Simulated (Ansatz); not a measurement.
C₂H₅FN₂, SMILES `FC1NCN1`. The species carries charge 0 and has multiplicity 1.

Cartesian coordinates in Å:
```
F -0.005 1.859 -0.320
C 0.677 0.632 -0.339
N 0.580 -0.071 0.907
C -0.515 -0.861 0.324
N -0.066 -0.401 -1.000
H 1.672 0.876 -0.719
H 0.367 0.508 1.707
H -1.522 -0.531 0.608
H -0.418 -1.938 0.477
H -0.770 -0.073 -1.646
```

Task: Give the diagnostics of a CCSD(T)/def2-TZVPP run (frozen core, Ansatz). (An estimate is asked.)

Result: The calculation gave: T1 = 0.0111, largest single amplitude 0.012, largest double 0.019, (T) share of the correlation energy 3.8 %, 9 CCSD cycles. The RHF solution is stable towards an unrestricted one. T1 lies under the customary mark of 0.02 for closed shells.
